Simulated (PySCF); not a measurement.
**CS2, singlet: computed properties**

Level of theory: PBE0/[C def2-TZVP, S def2-TZVP], no relativity, density fitting, PySCF.

The structure is a minimum.

```xyz
3
charge 0 multiplicity 1, angstrom
C     0.0000    0.0000    0.0000
S     0.0000    0.0000    1.5485
S     0.0000    0.0000   -1.5485
```

```json
{
  "Point group": "D∞h",
  "Bond lengths": "C–S 1.548 Å (×2)",
  "Bond angles": "S–C–S 180.0°",
  "Heat capacity Cp at 298.15 K": "44.9 J/(mol K)",
  "Principal quadrupole moments (Buckingham, traceless) about the centre of mass": "-1.46, -1.46, 2.92 D Å",
  "Enthalpy at 298.15 K above 0 K": "10.55 kJ/mol",
  "Lowest empty level": "-1.97 eV",
  "Highest occupied level": "-7.83 eV",
  "Zero-point energy": "18.6 kJ/mol",
  "Rotational constants": "0.1099 cm⁻¹",
  "Dipole moment": "0.00 D",
  "Principal polarisabilities": "28.4, 28.4, 88.8 bohr³",
  "Atomisation energy without zero-point energy": "1190 kJ/mol",
  "Entropy at 298.15 K and 1 bar": "237.1 J/(mol K)",
  "Rotational symmetry number": "2"
}
```

Harmonic modes (masses in u: C 12.000, S 31.972):
```tsv
symmetry	ω (cm⁻¹)	IR (km/mol, summed over degenerate members)	μ (u)
πu	413	5.6	13.31
σg+	693	0.0	31.97
σu+	1595	722	13.31
```

In D∞h the vibrations span πu + σg+ + σu+. The σg+ mode carries no infrared intensity, as symmetry demands. With a centre of inversion only u modes can be infrared active and only g modes Raman active.

Charges (e):
```json
{"atom": "C1", "Mulliken": "0.12", "Löwdin": "-0.89", "polar tensor": "0.80", "Mayer order to C1": "–"}
{"atom": "S2,3", "Mulliken": "-0.06", "Löwdin": "0.44", "polar tensor": "-0.40", "Mayer order to C1": "2.13"}
```
Other Mayer orders above 0.3: S–S 0.40.

Mulliken populations on C1: s 3.12, p 2.62, d 0.13, f 0.01.

Counting electrons, carbon keeps none of its valence electrons outside its bonds, so the VSEPR class is AX2 and the expected shape is linear (D∞h), as computed.

The final relaxation and frequency run took of the order of 30 core-seconds on a shared host.
